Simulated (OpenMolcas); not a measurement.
**How methods differ on CH8Si2 (SMILES [SiH3]C[SiH3])**

The species is CH8Si2 (11 atoms), meant as a singlet with charge 0. SMILES: `[SiH3]C[SiH3]`. Geometry: relaxed at PBE0-D4/def2-TZVP.

```xyz
11

Si   -1.1590    1.0347   -0.3447
C    -0.2863   -0.6214   -0.3656
Si    1.3352   -0.6523    0.5696
H    -2.4358    0.9768   -1.1065
H    -0.2935    2.0789   -0.9556
H    -1.4638    1.4368    1.0546
H    -0.9541   -1.3776    0.0607
H    -0.0994   -0.9088   -1.4058
H     1.1106   -0.3044    1.9983
H     2.2821    0.3367   -0.0116
H     1.9641   -1.9994    0.5065
```

Each level gives the dipole moment (D). The values are calculated.

| level | kind | program | value (D) | CPU time |
| --- | --- | --- | --- | --- |
| HF/def2-SVP | Hartree–Fock | OpenMolcas | 0.85 | 10 s |
| SVWN5/def2-SVP | LDA | OpenMolcas | 0.87 | 34 s |
| BLYP/def2-SVP | GGA | OpenMolcas | 0.85 | 45 s |
| PBE/def2-SVP | GGA | OpenMolcas | 0.86 | 45 s |
| r2SCAN/def2-SVP | meta-GGA | OpenMolcas | 0.87 | 52 s |
| BHLYP/def2-SVP | global hybrid | OpenMolcas | 0.83 | 39 s |

The values span 0.83 to 0.87 D. Magnitudes only: a small dipole may point the other way at some levels. CPU times are rough (shared hosts, several kinds of processor): they show what a rung costs within a factor of a few.
